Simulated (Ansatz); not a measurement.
# Bismuth, A7 rhombohedral: convergence with Fermi-Dirac smearing

Computed with Ansatz, PBE, scalar-relativistic PAW, on the relaxed cell (a = 4.585 Å, c = 12.140 Å (c/a = 2.648); spin not included). Errors count from a run at 420 eV on a Γ-centred 14×14×14 mesh with Fermi-Dirac smearing of 0.1 eV, extrapolated to zero width. Fixed here: cutoff 420 eV, mesh 8×8×8. The SCF starts from atomic densities corrected by a trained network.

```tsv
width (eV)	E(σ→0) error (meV/atom)	F error (meV/atom)	P (GPa)	SCF iterations
0.01	-5.3	-5.4	-0.02	6
0.03	-5.4	-5.7	-0.02	6
0.1	-5.1	-7.8	-0.01	6
0.3	12.5	-50.3	0.25	7
0.6	59.4	-284.6	1.58	8
1.0	100.8	-930.5	4.55	7
```

Q: What does the run at 0.2 give (width)?

A: E(σ→0) error (meV/atom): 0.5; F error (meV/atom): -19.7; P (GPa): 0.06; SCF iterations: 6.
